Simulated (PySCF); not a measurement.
# Gas-phase thermal properties of c-Si₃H₆

Computed with PySCF (xtb for GFN2) and rigid-rotor harmonic-oscillator thermochemistry at 1 bar. 6-31G* has spherical d functions here. All species are closed-shell singlets. B3LYP is the form with VWN-RPA correlation. c-Si₃H₆: computed as isolated molecules; such fragments, hydroxides, amides, oligomers or adducts are transient or little studied in the gas. The harmonic model lacks anharmonicity and excited electronic states, which grow with temperature; levels with a mode under 35 cm⁻¹ are left out.

```json
[
 {"level": "B3LYP/6-31G*", "point group": "D3h", "σ": "6", "ZPE (kJ/mol)": "130.4", "S°298 (J/mol/K)": "304.8", "Cp298 (J/mol/K)": "105.4", "S°1000 (J/mol/K)": "474.9", "H1000 − H298 (kJ/mol)": "103.3"},
 {"level": "GFN2-xTB", "point group": "D3h", "σ": "6", "ZPE (kJ/mol)": "120.3", "S°298 (J/mol/K)": "319.6", "Cp298 (J/mol/K)": "116.2", "S°1000 (J/mol/K)": "497.3", "H1000 − H298 (kJ/mol)": "107.2"},
 {"level": "HF/6-31G*", "point group": "D3h", "σ": "6", "ZPE (kJ/mol)": "141.0", "S°298 (J/mol/K)": "296.2", "Cp298 (J/mol/K)": "98.2", "S°1000 (J/mol/K)": "460.0", "H1000 − H298 (kJ/mol)": "99.9"},
 {"level": "PBE/def2-SVP", "point group": "D3h", "σ": "6", "ZPE (kJ/mol)": "124.6", "S°298 (J/mol/K)": "310.9", "Cp298 (J/mol/K)": "109.4", "S°1000 (J/mol/K)": "484.5", "H1000 − H298 (kJ/mol)": "105.2"},
 {"level": "PBE0/def2-TZVP", "point group": "D3h", "σ": "6", "ZPE (kJ/mol)": "129.0", "S°298 (J/mol/K)": "307.8", "Cp298 (J/mol/K)": "106.5", "S°1000 (J/mol/K)": "478.8", "H1000 − H298 (kJ/mol)": "103.7"}
]
```
σ: rotational symmetry number. Electronic degeneracy used: 1. Frequencies are unscaled.
